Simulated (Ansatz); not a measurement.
A run of Ansatz (development build ahead of 0.2.0) on singlet C₃H₆ at this shape:

| atom | x (Å) | y (Å) | z (Å) |
| --- | --- | --- | --- |
| C | 0.8702 | 0.0010 | 0.0004 |
| C | -0.4356 | 0.7537 | 0.0003 |
| C | -0.4346 | -0.7544 | 0.0001 |
| H | 1.4553 | 0.0010 | 0.9184 |
| H | -0.7270 | 1.2600 | 0.9185 |
| H | -0.7267 | -1.2604 | 0.9174 |
| H | 1.4562 | 0.0009 | -0.9179 |
| H | -0.7266 | 1.2603 | -0.9176 |
| H | -0.7277 | -1.2597 | -0.9174 |

Its results:

| Item | Value |
| --- | --- |
| Converged | yes |
| Total energy | -116.97693 hartree |
| Spin squared of the determinant | 0.000 |

Question: Which input gives this output? Name the method, the orbitals and the basis set, and write the input.

Answer: RHF in def2-SVP. An unrestricted run that stays on the closed shell gives the same numbers.

```yaml
crystal:
  periodic: [false, false, false]
  atoms:
    - { symbol: C, position_ang: [0.8702, 0.00097, 0.00038] }
    - { symbol: C, position_ang: [-0.43558, 0.75371, 0.00032] }
    - { symbol: C, position_ang: [-0.43456, -0.75442, 0.00015] }
    - { symbol: H, position_ang: [1.4553, 0.00098, 0.9184] }
    - { symbol: H, position_ang: [-0.72701, 1.25998, 0.91849] }
    - { symbol: H, position_ang: [-0.72669, -1.26044, 0.91737] }
    - { symbol: H, position_ang: [1.45618, 0.00093, -0.91794] }
    - { symbol: H, position_ang: [-0.72663, 1.26028, -0.91764] }
    - { symbol: H, position_ang: [-0.72772, -1.25969, -0.91743] }
basis:
  gaussian: { orbitals: def2-SVP }
hamiltonian:
  xc: hf
```
